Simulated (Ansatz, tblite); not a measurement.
Forces on S₅⁺ at its PBE-D4/def2-SVP geometry. Total charge 1; doublet.

The xTB rows come from tblite. Another isomer (doublet) lies 0.90 eV lower at PBE0-D4/def2-TZVP; other spin states weren't run for this one.

GFN1-xTB (tblite), largest force 2.27 eV/Å:

```xyz
5
positions Å, forces eV/Å
S    -1.196    0.258    0.088    0.844    0.859   -1.116
S     2.006   -0.628    0.046   -1.270    0.543   -0.176
S     1.154   -1.703    1.388    0.338    0.526   -0.633
S     0.677    0.742   -0.951   -0.522   -1.476    1.648
S    -2.640    1.331   -0.572    0.609   -0.452    0.277
```

GFN2-xTB (tblite), largest force 0.94 eV/Å:

```
S -0.244 0.673 -0.608
S -0.436 -0.004 0.133
S 0.249 0.410 -0.490
S -0.132 -0.625 0.671
S 0.563 -0.455 0.294
```

PBE-D4/def2-TZVP (Ansatz), largest force 0.76 eV/Å:

```
S 0.075 0.420 -0.446
S -0.566 0.036 0.131
S 0.237 0.331 -0.406
S -0.193 -0.484 0.547
S 0.447 -0.303 0.174
```
